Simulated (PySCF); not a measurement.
CClF (singlet state).
Numbering: `[F:1][C:2][Cl:3]`

The same species was optimised twice, with GFN2-xTB and with PBE0-D3(BJ)/def2-SVP (PySCF), and the same property calculations (PySCF, gas phase) were run on both structures.

```json
{"coordinate": "C2–Cl3 (Å)", "GFN2-xTB": "1.660", "PBE0-D3(BJ)/def2-SVP": "1.744", "change": "+0.084"}
{"coordinate": "F1–C2 (Å)", "GFN2-xTB": "1.320", "PBE0-D3(BJ)/def2-SVP": "1.285", "change": "-0.035"}
{"coordinate": "F1–C2–Cl3 (°)", "GFN2-xTB": "109.5", "PBE0-D3(BJ)/def2-SVP": "106.6", "change": "-2.9"}
```

Rotational constants: A = 75319, B = 6576, C = 6048 MHz (GFN2-xTB) against A = 70793, B = 6471, C = 5929 MHz (PBE0-D3(BJ)/def2-SVP). Point groups within 0.08 Å: Cs and Cs.

On the GFN2-xTB structure: HOMO (eV) -7.79 [PBE0/pcSseg-1]; LUMO (eV) -2.78 [PBE0/pcSseg-1]; dipole (D) 1.14 [PBE0/pcSseg-1]; GIAO shielding of F1 (ppm) -261.1 [PBE0/pcSseg-1]; GIAO shielding of C2 (ppm) -317.9 [PBE0/pcSseg-1]; GIAO shielding of Cl3 (ppm) 17.6 [PBE0/pcSseg-1].

Problem. What do these properties become on the PBE0-D3(BJ)/def2-SVP structure?

Solution. 
```json
{"property": "HOMO (eV)", "level": "PBE0/pcSseg-1", "on GFN2-xTB": "-7.79", "on PBE0-D3(BJ)/def2-SVP": "-8.12", "change": "-0.33"}
{"property": "LUMO (eV)", "level": "PBE0/pcSseg-1", "on GFN2-xTB": "-2.78", "on PBE0-D3(BJ)/def2-SVP": "-2.91", "change": "-0.13"}
{"property": "dipole (D)", "level": "PBE0/pcSseg-1", "on GFN2-xTB": "1.14", "on PBE0-D3(BJ)/def2-SVP": "0.77", "change": "-0.37"}
{"property": "energy, GFN2-xTB geometry as zero (kcal/mol)", "level": "PBE0/pcSseg-1", "on GFN2-xTB": "0.0", "on PBE0-D3(BJ)/def2-SVP": "-2.4", "change": "-2.4"}
{"property": "GIAO shielding of F1 (ppm)", "level": "PBE0/pcSseg-1", "on GFN2-xTB": "-261.1", "on PBE0-D3(BJ)/def2-SVP": "-254.6", "change": "+6.5"}
{"property": "GIAO shielding of C2 (ppm)", "level": "PBE0/pcSseg-1", "on GFN2-xTB": "-317.9", "on PBE0-D3(BJ)/def2-SVP": "-283.6", "change": "+34.3"}
{"property": "GIAO shielding of Cl3 (ppm)", "level": "PBE0/pcSseg-1", "on GFN2-xTB": "17.6", "on PBE0-D3(BJ)/def2-SVP": "15.1", "change": "-2.5"}
```

The heavy atoms differ by 0.038 Å rms after alignment. Among all bonds C2–Cl3 changes most (+0.084 Å). Changes are differences of the printed values. Neither structure is proved a minimum here.
